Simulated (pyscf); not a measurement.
Single points on ωB97X-D3(BJ)/def2-SVP structures (PySCF, gas phase).

Question: PBE/def2-TZVP puts the barrier of `[ZnH2]` + `[CH3][OH]` → `[OH][ZnH]` + `[CH4]` (four-centre exchange; singlet surface; H–Zn, C–O broken, O–Zn, C–H formed) at 49.3 kcal/mol and the reaction energy at -35.9 kcal/mol, from the separated reactants. What do PBE0-D3(BJ)/def2-TZVP, M06-2X/def2-TZVP, ωB97M-D3(BJ)/def2-TZVP give on the same structures?

Answer: PBE0-D3(BJ): ΔE‡ = 55.3 kcal/mol, ΔE = -35.0 kcal/mol; M06-2X: ΔE‡ = 55.4 kcal/mol, ΔE = -36.8 kcal/mol; ωB97M-D3(BJ): ΔE‡ = 57.5 kcal/mol, ΔE = -35.3 kcal/mol. PBE's barrier lies under all of them, by 6.0 to 8.1 kcal/mol. Its reaction energy lies among theirs. Low barriers are usual for a GGA, whose delocalisation error favours stretched bonds. On the reactant side the descent ends in an adduct with a O–Zn contact, 10.5 kcal/mol under the separated species and 68.5 kcal/mol under the saddle at ωB97X-D3(BJ)/def2-TZVP. What is counted as formed (O–Zn) is already present as a longer contact in the reactant adduct; forming that adduct is a step of its own. From the product side, [HO–Zn]• + H• + CH₄ lies, by one bond made or cut, 9.4 kcal/mol under this saddle at ωB97M-D3(BJ). This is the saddle that the search found; another between the same sides may lie lower. Elements up to Kr have no core potential and no relativistic terms here.
